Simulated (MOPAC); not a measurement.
MOPAC input (PM6):

```
PM6 1SCF UHF MS=0.5 GEO-OK AUX(PRECISION=9) THREADS=1
C3H7

C     0.00208896 1    0.11076286 1    0.56554208 1
C     0.00769666 1    1.29361937 1   -0.33312299 1
C    -0.00859851 1   -1.22977573 1   -0.19896260 1
H    -0.87541578 1    0.14180117 1    1.21884811 1
H     0.88120435 1    0.13115753 1    1.21648066 1
H    -0.01458955 1   -2.07109408 1    0.49776324 1
H     0.93564434 1    1.69815158 1   -0.71482722 1
H    -0.91438724 1    1.68006178 1   -0.74684719 1
H    -0.89180820 1   -1.30714854 1   -0.83534718 1
H     0.87222938 1   -1.32056836 1   -0.83680937 1
```

### Question
What heat of formation does the run end on, and which ionisation energy by Koopmans theorem?

### Answer
12.86 kcal/mol; 9.30 eV.
